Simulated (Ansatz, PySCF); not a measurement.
This PySCF input computes a CCSD(T)/cc-pVDZ energy:

```python
from pyscf import gto, scf, mp, cc as ccmod

mol = gto.M(
    atom='''
    N    -0.00000000   -0.00000000   -0.67156643
    O     0.00000000    0.00000000    0.58762062
    ''',
    basis='cc-pvdz',
    charge=-1,
    spin=0,
    verbose=4,
)

mf = scf.RHF(mol)
mf.conv_tol = 1e-10
mf.max_cycle = 100
mf.kernel()
mp2 = mp.MP2(mf, frozen=2).run()
cc = ccmod.CCSD(mf, frozen=2)
cc.max_cycle = 100
cc.kernel()
et = cc.ccsd_t()
print(f'E(CCSD(T)) = {cc.e_tot + et:.9f}')
```

Problem. Write an input for the same energy in Ansatz (an electronic-structure program) and say what it gives.

Solution. 
Ansatz 0.2 input:
```yaml
crystal:
  periodic: [false, false, false]
  atoms:
    - {symbol: N, position_ang: [-0.00000000, -0.00000000, -0.67156643]}
    - {symbol: O, position_ang: [0.00000000, 0.00000000, 0.58762062]}
basis:
  gaussian:
    orbitals: cc-pVDZ
total_charge: -1
magnetization: {spin_polarized: false}
correlation: {method: ccsd_t, electrons: outside_noble_gas}
```
It gives -129.49836 Eh, and PySCF -129.49836 Eh, a difference of 0.00 mEh.
